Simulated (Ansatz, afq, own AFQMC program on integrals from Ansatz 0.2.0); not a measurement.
## Al2H3, doublet: AFQMC among the cluster methods

```xyz
5

Al    0.0000    0.0000    1.2080
Al    0.0000    0.0000   -1.2475
H     0.0000    1.4042    1.9470
H     0.0000   -1.4042    1.9470
H     0.0000    0.0000   -2.8369
```

Connectivity, by distances: AlH2–AlH.

Basis cc-pVDZ. Only valence electrons are correlated. Ansatz 0.2.0 and our own AFQMC program on the same integrals; the CISD trial comes from CCSD amplitudes, and released means the phaseless constraint is let go. ± is one standard error of the sampling.

Determinant: UHF, the one that the program's search chose, which needn't be the lowest solution. The geometry is a point of a scan.

No full CI on the walks' own integrals is used here; CCSDT(Q) serves as the reference and is uncertain by about the last step of the cluster series.

```
T1 diagnostic                               : 0.0195
weight of the determinant in the CISD state : 0.882
⟨S²⟩ of the determinant                     : 0.764
size of the correlated space                : 9 electrons in 41 orbitals
```

```csv
level,correlation energy (eV)
MP2,-3.1758
CCSD,-4.1819
CCSD(T),-4.2841
```

(1) Estimate where AFQMC with the constraint released lies against CCSD(T) on the same integrals.

(1) 0.99 ± 0.35 mEh below CCSD(T).

Reference: CCSDT(Q), correlation energy -4.322 eV. The released energy is read at 2.40 1/Eh (meV from the phaseless value at times in 1/Eh: -8 ± 9 at 0.24, -4 ± 8 at 0.51, -12 ± 9 at 0.99, -9 ± 8 at 1.62, -3 ± 9 at 2.40).

```tsv
level	E − E(reference) (mEh)	share of correlation (%)
CCSD(T)	1.41	99.11
CCSDT	0.17	99.89
ph-AFQMC/HF	-1.83 ± 1.37	101.15
ph-AFQMC/CISD	0.52 ± 0.24	99.67
released AFQMC	0.42 ± 0.35	99.74
```

A walk keeps the symmetry of its determinant, which the program's search chose and which needn't be the lowest solution, so a lower state of the same spin and another symmetry isn't excluded. Released energies are given only where the last usable release times agree within the noise; a slower fall can still hide under it.
